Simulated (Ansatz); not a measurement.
α-phase Ga, treated with PBEsol in Ansatz (PAW).

Numerical settings: plane-wave cutoff 520 eV, 14×14×12 k mesh (along the axes of the cell as run), Fermi–Dirac smearing 0.05 eV, scalar-relativistic PAW data made under PBE.

Starting structure:

```yaml
crystal:
  lattice:
    - [2.26000, -3.83000, 0.00000]
    - [2.26000, 3.83000, 0.00000]
    - [0.00000, 0.00000, 4.53000]
  atoms:
    - { symbol: Ga, position: [0.15490, 0.84510, 0.91900] }
    - { symbol: Ga, position: [0.34510, 0.65490, 0.41900] }
    - { symbol: Ga, position: [0.65490, 0.34510, 0.58100] }
    - { symbol: Ga, position: [0.84510, 0.15490, 0.08100] }
```

Q: Into what structure does the relaxation of cell and atoms lead at this level, with the symmetry of the start kept?

A: The volume shrinks by 2.8 %; final space group Cmce.
```yaml
crystal:
  lattice:
    - [2.23437, -3.79931, 0.00000]
    - [2.23437, 3.79931, 0.00000]
    - [0.00000, 0.00000, 4.49077]
  atoms:
    - { symbol: Ga, position: [0.15585, 0.84415, 0.91686] }
    - { symbol: Ga, position: [0.34415, 0.65585, 0.41686] }
    - { symbol: Ga, position: [0.65585, 0.34415, 0.58314] }
    - { symbol: Ga, position: [0.84415, 0.15585, 0.08314] }
```

Ansatz is a first-principles code.
